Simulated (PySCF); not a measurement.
One of the candidates below gave these computed data.

All candidates are C5H10S.

- 13C NMR: chemical shifts (computed TMS as zero) by class: 278.6 (1 C), 53.2 (1 C), 29.2 (3 C) ppm [GIAO PBE0/pcSseg-1]
- UV, first state: lowest singlet excitation: 2.49 eV (498 nm, f = 0.000) [TDDFT PBE0/def2-SVPD]
- UV, strongest line: among the 6 lowest singlet transitions: S4 at 6.02 eV (206 nm, f = 0.267) [TDDFT PBE0/def2-SVPD]
- Rotational structure: rotational constants A, B, C: 4.498, 1.817, 1.802 GHz [GFN2-xTB]
- 1H NMR: chemical shifts (computed TMS as zero) by class: 11.72 (1 H), 1.23 (9 H) ppm [GIAO PBE0/pcSseg-1]
- Triplet: lowest triplet excitation (Tamm–Dancoff): 1.97 eV [TDA PBE0/def2-SVPD]

The electronic properties come from PySCF, for the isolated species, density fitting. Levels stand in brackets. Geometry: GFN2-xTB; no solvent, vibrations or thermal averaging. NMR values are class means; diastereotopic atoms form classes of their own.

Question: Which candidate is it?
A. `C[C@@H]1CCCS1`
B. `CC[C@@H]1CCS1`
C. `C[C@@H]1CC[C@H]1S`
D. `CC(C)(C)C=S`

Answer: D. It is `CC(C)(C)C=S`. Numbering: `[CH3:1][C:2]([CH3:3])([CH3:4])[CH:5]=[S:6]`. Its formula, C5H10S, gives 1 degree of unsaturation: 0 rings and 1 π bond in the structure found. 5 carbons fall into 3 classes; from least to most shielded: thiocarbonyl carbon [C5] (278.6 ppm), quaternary sp3 carbon [C2] (53.2 ppm), methyl carbon [C1/C3/C4] (29.2 ppm, 3 C). Hydrogen classes from least to most shielded: 1 H on a thiocarbonyl carbon, C5 (11.72 ppm), 9 H on 3 methyl carbons, C1/C3/C4 (1.23 ppm, a mean of values up to 0.7 ppm apart in this geometry). S1 is mainly HOMO→LUMO (weight 1.00); the largest Löwdin shares of the orbital it empties are 0.73 on the thiocarbonyl sulfur and 0.14 on the thiocarbonyl carbon, of the orbital it fills 0.43 on the thiocarbonyl sulfur and 0.41 on the thiocarbonyl carbon. By its constants the optimised geometry is a nearly prolate symmetric top.

The others, at the same levels:
- `CC[C@@H]1CCS1` fails: it has 5 carbon classes against 3; its computed 13C shifts are 46.9 (1 C), 39.2 (1 C), 33.1 (1 C), 24.7 (1 C), 12.4 (1 C) ppm, 1H shifts are 3.70 (1 H), 3.44 (1 H), 2.83 (1 H), 2.62 (1 H), 2.44 (1 H), 1.61 (1 H), 1.60 (1 H), 0.83 (3 H) ppm and rotational constant A is 5.815 GHz (against 4.498 GHz).
- `C[C@@H]1CC[C@H]1S` fails: it has 5 carbon classes against 3; its computed 13C shifts are 44.2 (1 C), 38.5 (1 C), 33.0 (1 C), 26.3 (1 C), 23.6 (1 C) ppm, 1H shifts are 3.08 (1 H), 2.28 (1 H), 2.22 (1 H), 2.14 (1 H), 1.96 (1 H), 1.95 (1 H), 1.45 (1 H), 1.17 (3 H) ppm and lowest singlet excitation is 5.43 eV (228 nm, f = 0.004) (against 2.49 eV).
- `C[C@@H]1CCCS1` fails: it has 5 carbon classes against 3; its computed 13C shifts are 50.0 (1 C), 43.1 (1 C), 38.6 (1 C), 35.9 (1 C), 24.8 (1 C) ppm, 1H shifts are 3.53 (1 H), 3.06 (1 H), 2.79 (1 H), 2.10 (1 H), 2.06 (1 H), 1.77 (1 H), 1.36 (3 H), 1.15 (1 H) ppm and rotational constant A is 4.187 GHz (against 4.498 GHz).

Each candidate is one conformer, not necessarily the lowest. Dipoles, sizes and rotational constants follow the conformer. The torsions of the flexible species, by atom-mapped SMILES:
- `[CH3:1][C:2]([CH3:3])([CH3:4])[CH:5]=[S:6]`: C1–C2–C5–S6 124°
- `[CH3:1][CH2:2][C@@H:3]1[CH2:4][CH2:5][S:6]1`: C1–C2–C3–C4 -73°
- `[CH3:1][C@@H:2]1[CH2:3][CH2:4][C@H:5]1[SH:6]`: H–S6–C5–C4 -73°

The conformers of `C[C@@H]1CCCS1` aren't listed.
